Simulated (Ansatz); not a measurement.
## Ansatz (development build ahead of 0.2.0) run

```yaml
crystal:
  periodic: [false, false, false]
  atoms:
    - { symbol: "N", position_ang: [-0.00538, -0.03821, 0.12333] }
    - { symbol: H, position_ang: [0.95683, 0.03365, -0.29793] }
    - { symbol: H, position_ang: [-0.47749, 0.83263, -0.2138] }
    - { symbol: H, position_ang: [-0.46555, -0.8483, -0.24095] }
basis:
  gaussian: { orbitals: STO-3G }
hamiltonian:
  xc: hf
correlation:
  method: mp2
  frozen_orbitals: { H: 0, "N": 1 }
```

The input is written out in the form of the current development build from the run's settings.

Output:

```json
{
  "Converged": "yes",
  "Reference energy": "-55.45164 hartree",
  "Correlation energy": "-0.04885 hartree",
  "Total energy": "-55.50049 hartree",
  "Spin squared of the determinant": "0.000"
}
```
